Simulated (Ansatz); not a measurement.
# BH2, doublet: how well a Morse curve fills in a stretch

Starting geometry (PBE0/def2-TZVP stationary point for this spin, which needn't be the lowest; state A1):

```xyz
3

B     0.0000   -0.0800    0.0000
H     0.0000    0.4291   -1.0770
H     0.0000    0.4291    1.0770
```

Atom H2 moves along the line of the distance B1-H2, all else staying in place. Energies are in eV from the starting point at each level.

Basis aug-cc-pVDZ; Ansatz 0.2.0. Correlated methods freeze the noble-gas cores. R marks a restricted (for open shells ROHF) determinant, U an unrestricted one.

Full CI is exact within this basis and frozen core; it isn't the basis-set limit. The frozen core follows each run's orbitals, which can shift R against U totals by a few meV.

| distance B1-H2 (Å) | full CI | UCCSD(T) | PBE0 |
| --- | --- | --- | --- |
| 0.962 | 1.086 | 1.084 | 1.056 |
| 1.075 | 0.249 | 0.248 | 0.237 |
| 1.191 | 0.000 | 0.000 | 0.000 |
| 1.340 | 0.171 | 0.173 | 0.185 |
| 1.487 | ? | ? | ? |
| 1.619 | 1.076 | 1.083 | 1.127 |
| 1.933 | 2.174 | 2.193 | 2.317 |
| 2.152 | 2.771 | 2.800 | 2.988 |
| 2.646 | 3.404 | 3.420 | 3.693 |
| 3.291 | 3.477 | 3.483 | 3.876 |
| 4.139 | 3.480 | 3.485 | 3.906 |

A Morse curve E(r) = E0 + De (1 − exp(−a (r − re)))² is laid through the three points about the minimum (1.075, 1.191, 1.340 Å), with E0 + De set to the last point:

```json
{"level": "full CI", "re (Å)": "1.204", "a (1/Å)": "1.848", "E0 (eV)": "-0.002", "De (eV)": "3.482", "k = 2 De a² (eV/Å²)": "23.8"}
{"level": "UCCSD(T)", "re (Å)": "1.203", "a (1/Å)": "1.851", "E0 (eV)": "-0.002", "De (eV)": "3.487", "k = 2 De a² (eV/Å²)": "23.9"}
{"level": "PBE0", "re (Å)": "1.200", "a (1/Å)": "1.761", "E0 (eV)": "-0.001", "De (eV)": "3.907", "k = 2 De a² (eV/Å²)": "24.2"}
```

Question: Use the full-CI fit to predict the withheld energy at 1.487 Å.

Answer: exp(−1.848 × (1.487 − 1.204)) = 0.5927; E = -0.002 + 3.482 × (1 − 0.5927)² = 0.576 eV. Full CI in aug-cc-pVDZ gives 0.603 eV, so the Morse form is 0.027 eV too low there (0.8 % of De). At the other points past the fit it misses by up to 0.39 eV (at 2.152 Å), so the curve isn't Morse-like throughout. UCCSD(T) gives 0.608 eV. PBE0 gives 0.633 eV.

Unrestricted rows (U, and Kohn–Sham where it breaks symmetry) aren't spin-pure: their determinants' ⟨S²⟩ exceeds S(S+1) by up to 0.48, so they mix in states of higher spin.

Kohn–Sham is unrestricted where that lies lower.

De here is the energy of pulling rigid fragments apart in this basis, without relaxation or zero-point terms.

In so small a basis the reference is far from its limit while semilocal and hybrid functionals are nearer theirs, so the functionals' errors here hold much of the reference's basis and frozen-core error, which can add to them or hide them.
